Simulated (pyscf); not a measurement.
Substitution at C: H₃C–Al(OH)–OH + methyl (CH₃•) -> ethane (H₃C–CH₃) + [HO–Al–OH]•

Gas phase, doublet surface, charge 0. Bonds broken: C1–Al2. Bonds formed: C1–C10. Structures and frequencies: ωB97X-D3(BJ)/def2-SVP in PySCF.

Transition state (Å):

```xyz
13

C      0.0434     1.0011     0.3331
Al    -1.5579     0.3972    -0.9893
O     -1.2964    -1.1284    -1.7352
O     -3.1233     0.8933    -0.4855
H     -0.7597     1.1361     1.0654
H      0.4485     1.8744    -0.1749
H      0.4754     0.0149     0.1391
H     -1.9511    -1.7467    -2.0667
H     -3.9703     0.4875    -0.6812
C      1.3585     1.1866     1.8881
H      1.1517     2.1733     2.3197
H      1.1344     0.3571     2.5702
H      2.3500     1.1137     1.4255
```

One imaginary mode, 1153i cm⁻¹; descent along it reached the two sides named.

```tsv
bond	change	reactant side (Å)	saddle	product side
C1–Al2	breaks	1.935	2.163	3.2
C1–C10	forms	3.9	2.045	1.528
```

Electronic energies relative to the separated reactants (eV):

```tsv
level	barrier	reaction energy	reverse barrier
ωB97X-D3(BJ)/def2-TZVP	1.59	-0.38	1.98
PBE/def2-TZVP	1.02	-0.62	1.64
r²SCAN/def2-TZVP	1.27	-0.39	1.66
B3LYP-D3(BJ)/def2-TZVP	1.33	-0.44	1.77
PBE0-D3(BJ)/def2-TZVP	1.28	-0.53	1.81
M06-2X/def2-TZVP	1.40	-0.50	1.90
ωB97M-D3(BJ)/def2-TZVP	1.56	-0.36	1.93
HF/def2-TZVP	2.35	-0.24	2.59
```

With ωB97M-D3(BJ)/def2-TZVP energies and thermal terms (ideal gas, 1 atm, RRHO with modes under 100 cm⁻¹ raised to 100, one conformer, R ln 2 for chiral ones without a mode under 150 cm⁻¹), in eV:

```tsv
T (K)	ΔH‡	ΔG‡	ΔH	ΔG
298	1.65	2.06	-0.18	-0.15
600	1.65	2.48	-0.25	-0.08
900	1.66	2.90	-0.29	+0.01
1200	1.68	3.31	-0.31	+0.11
```

This is the saddle that the search found; another between the same sides may lie lower. The angle at the attacked C is 165°.
